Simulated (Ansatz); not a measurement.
fcc Os (model structure)

Level of theory: r²SCAN-D4 (PAW; Ansatz, a first-principles code).

Numerical settings: plane-wave cutoff 500 eV, 32×32×32 k mesh, Fermi–Dirac smearing 0.1 eV, no spin polarisation, scalar-relativistic PAW data made under PBE.

Cell (relaxed at this level):

Os has the cubic space group Fm-3m (No. 225), the fcc (Cu type) structure, Pearson symbol cF4. Cell: a = b = c = 3.8263 Å, α = β = γ = 90.00°. Os on 4a sees 12 Os at 2.706 Å (cuboctahedral). (Neighbours: up to the widest gap in distance over summed covalent radii, below 1.35, at either atom.)
(The calculation used a cell of 1 atom; values per cell refer to that cell.)

* **band gap**: none

Note: the relaxation could raise the start's symmetry but not lower it, so the cell can be a saddle point.

Spin–orbit coupling is not included.

Static lattice: no zero-point or thermal effects.

A model structure was made by putting elements into a prototype or built by hand; it is no filed structure, need not be a known phase, and can be a saddle point held by its symmetry.
